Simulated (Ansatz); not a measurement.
Reaction (SMILES): N (NH3) + H+ -> [NH4+] (at N, the best of the heteroatom sites tried; carbon was not tried)

Quantity: proton affinity (enthalpy at 298 K), in kcal/mol. Positive where the reaction releases energy. Conventions: LANL2DZ all-electron up to Ne; no spin-orbit coupling; valence correlation only; non-relativistic; 6-311+G** with 5d; six Cartesian d functions in 6-31G* and its kin unless marked 5d. Basis-set limits of correlation are two-point, X^-3; Hartree-Fock from the larger set. First-principles rows: single points at B3LYP-D3(BJ) geometries (Ansatz, a program for electronic structure), with unscaled harmonic terms from B3LYP/6-31G* at its own minima.

Measured values: Active Thermochemical Tables 1.112 (ions: stationary electron), as tabulated in the package chemicals; they hold spin-orbit and core effects, anharmonicity. 

Value to compare with, the measured value: 203.8 kcal/mol.

```tsv
level	program	proton affinity (enthalpy at 298 K) (kcal/mol)	error
MP2/STO-3G	Ansatz	260.3	56.5
MP2/3-21G	Ansatz	223.4	19.6
MP2/LANL2DZ	Ansatz	211.8	8.0
MP2/6-31G*	Ansatz	209.1	5.3
MP2/6-311+G**	Ansatz	205.4	1.6
CCSD(T)/CBS(cc-pVTZ,cc-pVQZ)	Ansatz	204.1	0.3
```

Among the 5 habitual levels, MP2/STO-3G lies farthest from the measured value (56.5 kcal/mol) and MP2/6-311+G** nearest (1.6); 5 of 5 lie above it, and their mean absolute error is 18.2 kcal/mol, the median 8.0. One case shows no general order.

The sets are all those run for this method; runs whose electronic state is in doubt are left out.
